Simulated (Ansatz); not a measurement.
# CH5AlO: the cost of one run

Method: RKS PBE/def2-SVP, in Ansatz 0.2.0.

## (1) The starting structure

Bond lengths: Al1–H2 1.560 Å, Al1–O3 1.780 Å, O3–H4 1.010 Å, Al1–C5 1.970 Å, C5–H6 1.110 Å, C5–H7 1.110 Å, C5–H8 1.110 Å. Angles: H2–Al1–O3 120.0°, H2–Al1–C5 120.0°, O3–Al1–C5 120.0°, Al1–O3–H4 109.5°, Al1–C5–H6 109.5°, Al1–C5–H7 109.5°, Al1–C5–H8 109.5°, H6–C5–H7 109.4°, H6–C5–H8 109.4°, H7–C5–H8 109.4°.

Coordinates:

```xyz
8

Al    0.0000    0.0000    0.0000
H     0.0000    0.0000    1.5600
O     1.5415    0.0000   -0.8900
H     1.8414   -0.9519   -1.0449
C    -1.7060    0.0000   -0.9850
H    -2.2662   -0.9305   -0.7558
H    -2.3102    0.8797   -0.6796
H    -1.5043    0.0508   -2.0753
```

## (2) Preparing the start

input.yaml

```yaml
crystal:
  periodic: [false, false, false]
  atoms:
    - { symbol: Al, position_ang: [0.0, 0.0, 0.0] }
    - { symbol: H, position_ang: [0.0, 0.0, 1.56] }
    - { symbol: O, position_ang: [1.5415, 0.0, -0.89] }
    - { symbol: H, position_ang: [1.8414, -0.9519, -1.0449] }
    - { symbol: C, position_ang: [-1.706, 0.0, -0.985] }
    - { symbol: H, position_ang: [-2.2662, -0.9305, -0.7558] }
    - { symbol: H, position_ang: [-2.3102, 0.8797, -0.6796] }
    - { symbol: H, position_ang: [-1.5043, 0.0508, -2.0753] }
basis:
  gaussian: { orbitals: def2-SVP }
hamiltonian:
  xc: pbe
relax:
  f_tol: 0.02
  max_steps: 40
output:
  orbitals: {}
```

Run with:

```
$ ansatz run input.yaml --threads 1 --pin off --max-ram 2048MiB --backend cpu --events-out ev --progress --plain --runs-dir out
```

Q: Estimate wall time and peak memory on 1 thread of AMD EPYC 7R43 (Zen 3), shared host.

About 57 s, with a peak of 0.14 GiB.
